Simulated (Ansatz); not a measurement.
# C3H4, singlet: the ladder up to RCCSDT(Q)

Geometry: MP2(full)/6-31G*, from the G2/97 set.

```
atom    x (Å)    y (Å)    z (Å)
   C   0.0000   0.0000   0.1552
   C   0.0000   0.0000   1.3734
   C   0.0000   0.0000  -1.3062
   H   0.0000   0.0000   2.4391
   H   0.0000   1.0211  -1.6959
   H   0.8843  -0.5106  -1.6959
   H  -0.8843  -0.5106  -1.6959
```

Basis cc-pVDZ; Ansatz 0.2.0. Only valence electrons are correlated (noble-gas cores frozen), which leaves 16 electrons in 59 orbitals. Prefix R: restricted or restricted open-shell reference. Active spaces: frontier = (8e, 8o) about the gap.

Full CI isn't at hand for all of this; RCCSDT(Q) serves as the reference, and is uncertain by about the last step of the cluster series.

- UHF ⟨S²⟩: 0.000
- T1 diagnostic (RCCSD): 0.0109
- largest doubles amplitude (RCCSD): 0.074

```csv
level,E − E(RHF) (eV)
RMP2,-10.8428
RCCSD,-11.6313
RCCSD(T),-12.0694
```

Estimate how far RCCSDT(Q) in cc-pVDZ lies from RCCSD(T). The table doesn't fix it; the size of (T) and the diagnostics are the guide.

RCCSDT(Q) in cc-pVDZ lies 5.0 kJ/mol below RCCSD(T), which is 12 % of the (T) step (-42.3 kJ/mol). The diagnostics are small and the rest is a small part of (T), but (T) is large here. The miss exceeds 1 kcal/mol.

The other levels:

| level | E − E(RCCSDT(Q)) (kJ/mol) | share of correlation (%) | wall time |
| --- | --- | --- | --- |
| CISD | 175.0 | 85.03 | 3.3 s |
| BCCD(T) | 5.0 | 99.57 | 1.1 s |
| RCCSDT | 3.6 | 99.70 | – |
| CASSCF (frontier space) | 842.0 | 28.00 | – |
| NEVPT2 (frontier space) | 147.8 | 87.36 | 11 s |
| MRCISD (frontier space) | 86.8 | 92.58 | – |
| MRCISD+Q (frontier space) | 10.5 | 99.10 | 13 s (H100) |

The correlation energy at RCCSDT(Q), counted from RHF, is -12.121 eV. That run took 6 s on 2 threads of AMD EPYC 7R13 with a shared H100 80 GB, shared host.

Times hold each run's SCF and search for its determinant on a shared host, so for small cases they say little of a method's own cost; rows without a card ran on 1 thread of AMD EPYC 7R13.

Atomization energy (electronic, same basis, no zero-point term; atoms at the same level, unrestricted beside the R rows where the molecule is a closed shell, with restricted open-shell steps beyond CCSDT(Q)) at RCCSDT(Q): 2728.9 kJ/mol. Errors of other levels:

```json
{"level": "RHF", "error (kJ/mol)": "-585.4"}
{"level": "RMP2", "error (kJ/mol)": "53.1"}
{"level": "CISD", "error (kJ/mol)": "-161.2"}
{"level": "RCCSD", "error (kJ/mol)": "-37.4"}
{"level": "RCCSD(T)", "error (kJ/mol)": "-2.4"}
{"level": "BCCD(T)", "error (kJ/mol)": "-2.1"}
{"level": "RCCSDT", "error (kJ/mol)": "-3.4"}
```

This basis is far from its limit, so the value isn't to be set against a measured one. Truncated CI isn't size-consistent, which counts against it in atomization.
